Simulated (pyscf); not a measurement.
Structures and frequencies: ωB97X-D3(BJ)/def2-SVP in PySCF.

Problem. Estimate by transition-state theory the rate constant of F–Cl + Cl–C•(Cl)–Cl → Cl atom (Cl•) + F–C(Cl)(Cl)–Cl (doublet surface; Cl–F broken, C–F formed) at 1200 K, with ωB97M-D3(BJ)/def2-TZVP energies (ideal gas, 1 atm, RRHO with modes under 100 cm⁻¹ raised to 100, one conformer, R ln 2 for rigid chiral ones; no tunnelling).

Solution. The electronic barrier is 8.2 kcal/mol and the thermal terms add +40.6, so ΔG‡ = 48.8 kcal/mol. With k_BT/h = 2.50e+13 s⁻¹ and RT = 2.385 kcal/mol, and a volume of 1.64e-19 cm³ per molecule at 1 atm, k = 5.2e-15 cm³ molecule⁻¹ s⁻¹. Wigner's tunnelling factor for 665i cm⁻¹ would be 1.03. A shift of 1 kcal/mol in the barrier changes k by a factor 1.5. One saddle was located; it need not be the lowest between these sides. The angle at the transferred F is 180°.
